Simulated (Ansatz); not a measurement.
Geometry optimisation, RKS LDA/6-31G (Ansatz).

input.yaml

```yaml
crystal:
  periodic: [false, false, false]
  atoms:
    - { symbol: Al, position_ang: [0.0, 0.0, 0.0] }
    - { symbol: "N", position_ang: [0.0, 0.0, 1.92] }
    - { symbol: H, position_ang: [-0.877, -0.2713, 2.45] }
    - { symbol: H, position_ang: [0.877, 0.2713, 2.45] }
    - { symbol: C, position_ang: [1.706, 0.0, -0.985] }
    - { symbol: H, position_ang: [2.0356, -1.0462, -1.1552] }
    - { symbol: H, position_ang: [1.5695, 0.508, -1.9624] }
    - { symbol: H, position_ang: [2.4756, 0.5381, -0.3932] }
    - { symbol: H, position_ang: [-1.351, 0.0, -0.78] }
basis:
  gaussian: { orbitals: "6-31G" }
hamiltonian:
  xc: lda
relax:
  f_tol: 0.02
  max_steps: 40
```

Launched with:

```bash
$ ansatz run input.yaml --threads 1 --pin off --max-ram 2048MiB --backend cpu --events-out ev --progress --plain --runs-dir out
```

**Question.** Where does it end, and by what steps?

**Answer.** The run converged. The force dipped under the threshold on the way, but the program's further checks kept it going. Limits of this set-up: no polarisation functions. After 19 steps the energy has fallen by 0.346 eV; H9 moved furthest, 0.40 Å.

```tsv
step	energy less start (eV)	largest force component (eV/Å)	accepted
0	0.0000	2.198	yes
1	-0.2683	1.065	yes
2	-0.3222	0.924	yes
3	-0.3403	0.376	yes
4	-0.3433	0.034	yes
5	-0.3440	0.022	yes
6	-0.3443	0.024	yes
7	-0.3438	0.150	no
8	-0.3441	0.049	no
9	-0.3447	0.009	yes
10	-0.3450	0.056	yes
11	-0.3452	0.040	yes
12	-0.3455	0.021	yes
13	-0.3456	0.078	yes
14	-0.3459	0.024	yes
15	-0.3459	0.006	yes
16	-0.3460	0.013	yes
17	-0.3460	0.026	no
18	-0.3460	0.023	no
19	-0.3460	0.016	yes
```

```xyz
9
Properties=species:S:1:pos:R:3
Al 0.020 -0.106 0.028
N 0.001 0.085 1.809
H -0.852 0.028 2.369
H 0.830 0.253 2.383
C 1.713 0.010 -0.947
H 1.936 -0.945 -1.460
H 1.664 0.794 -1.727
H 2.559 0.245 -0.276
H -1.434 -0.365 -0.636
```

Whether the end is a true minimum wasn't checked by a vibrational analysis.

The run took 23 s on 1 thread of Arm Neoverse V2, on a shared host, peak memory 0.12 GiB.
